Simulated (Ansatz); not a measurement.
A ladder of methods for O2 (oxygen)

O2: 2 atoms, total charge 0, spin state triplet. SMILES: `O=O`. Geometry: optimised at PBE0/def2-SVP.

| atom | x (Å) | y (Å) | z (Å) |
| --- | --- | --- | --- |
| O | 0.5076 | -0.1642 | 0.2614 |
| O | -0.5076 | 0.1642 | -0.2614 |

Each level gives the electronic atomisation energy (eV). The values are calculated. Electronic energies at fixed atoms, without zero-point motion or spin-orbit coupling.

| level | kind | program | value (eV) | less CCSD(T)/def2-TZVPP |
| --- | --- | --- | --- | --- |
| USVWN5/def2-TZVPP | LDA | Ansatz | 7.58 | +2.67 |
| UPBE/def2-TZVPP | GGA | Ansatz | 6.21 | +1.30 |
| U-r2SCAN/def2-TZVPP | meta-GGA | Ansatz | 5.62 | +0.71 |
| UB3LYP/def2-TZVPP | global hybrid | Ansatz | 5.36 | +0.45 |
| UCAM-B3LYP/def2-TZVPP | range-separated hybrid | Ansatz | 5.40 | +0.49 |
| UB2PLYP/def2-TZVPP | double hybrid | Ansatz | 5.28 | +0.37 |
| UMP2/def2-TZVPP | perturbation theory | Ansatz | 5.42 | +0.51 |
| UCCSD(T)/def2-TZVPP | coupled cluster or CI | Ansatz | 4.91 | 0.00 |

Differences are taken from UCCSD(T)/def2-TZVPP for orientation; it has basis-set and higher-order errors of its own. The values span 4.91 to 7.58 eV.
